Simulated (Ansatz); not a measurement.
Species, as SMILES: F (HF).
Atoms: F1, H2. Bonds: F1-H2.

How fast the highest harmonic wavenumber converges with the basis for several methods (Ansatz, an electronic-structure program): deviation from each method's own reference, in cm⁻¹. References: CCSD(T) 4116 cm⁻¹, the value in aug-pcseg-3; HF 4468 cm⁻¹, the value in aug-pcseg-3; MP2 4114 cm⁻¹, the value in aug-pcseg-3; PBE 3968 cm⁻¹, the value in aug-pcseg-3; PBE0 4149 cm⁻¹, the value in aug-pcseg-3. Cartesian d functions, on some or all atoms, in 6-31+G*; all else is spherical. In correlated methods cores are frozen. No added dispersion term, no relativity. Each level at its own minimum, unscaled; the references are large sets that could be run, not limits.

| basis | functions | CCSD(T) | HF | MP2 | PBE | PBE0 |
|---|---|---|---|---|---|---|
| cc-pVDZ | 19 | 34 | -27 | 55 | ? | -49 |
| pcseg-1 | 19 | 33 | -12 | 32 | ? | -28 |
| 6-31+G* | 21 | -191 | -153 | -173 | ? | -141 |
| aug-cc-pVDZ | 32 | -36 | -1 | -32 | ? | -22 |
| aug-pcseg-1 | 32 | -36 | -28 | -44 | ? | -43 |
| def2-TZVPD | 49 | -4 | -4 | -2 | ? | -5 |
| 6-311++G(3df,3pd) | 57 | 61 | 13 | 62 | ? | 12 |
| aug-pcseg-2 | 69 | 11 | -1 | 13 | ? | -4 |

**Question.** What belongs in the gaps?

**Answer.** 
- cc-pVDZ, PBE: -63
- pcseg-1, PBE: -35
- 6-31+G*, PBE: -142
- aug-cc-pVDZ, PBE: -28
- aug-pcseg-1, PBE: -46
- def2-TZVPD, PBE: -6
- 6-311++G(3df,3pd), PBE: 14
- aug-pcseg-2, PBE: -5

Mean absolute deviation over def2-TZVPD, 6-311++G(3df,3pd), aug-pcseg-2: HF 6, PBE0 7, PBE 8, CCSD(T) 25, MP2 25 cm⁻¹.
